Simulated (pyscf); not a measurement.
Structures and frequencies: ωB97X-D3(BJ)/def2-SVP in PySCF.

Q: H₃C–Bi(CH₃)–CH₃ + water (H₂O) -> H₃C–Bi(CH₃)–OH + methane (CH₄)
Surface: singlet. Broken: Bi–C, H–O. Formed: Bi–O, C–H. Give ΔE‡ and ΔE from B3LYP-D3(BJ)/def2-TZVP, relative to the separated reactants.

A: ΔE‡ = 148.8 kJ/mol, ΔE = -47.1 kJ/mol. ωB97M-D3(BJ)/def2-TZVP gives 159.3 kJ/mol and -42.0 kJ/mol. Zero-point energy shifts the barrier by -5.2 kJ/mol. It is a four-centre exchange, with an imaginary mode of 1073i cm⁻¹. This is the saddle that the search found; another between the same sides may lie lower. Elements past Kr carry the def2 core potentials, without spin-orbit coupling.
